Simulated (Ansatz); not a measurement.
Cubic perovskite BaTiO3 (cubic high-temperature phase)

Level of theory: PBE-D4 (Ansatz, a program for electronic structure, plane waves, PAW).

Run with plane-wave cutoff 500 eV, 8×8×8 k mesh, gaussian smearing 0.02 eV, no spin polarisation, scalar-relativistic PAW data made under PBE.

Cell: relaxed at this level.

```yaml
volume_per_atom: 12.76 Å³/atom
equilibrium_lattice_constant_a: 3.996 Å
band_gap: 1.82 eV (on the SCF k mesh)
```

Measured, for comparison: band gap 3.2 eV (temperature not stated, no zero-point or thermal correction; as tabulated in Matsushita et al. (2011), arXiv:1104.2769).

Note: the relaxation could not lower the start's symmetry, so the cell can be a saddle point above a distorted one.

Spin–orbit coupling is not included.
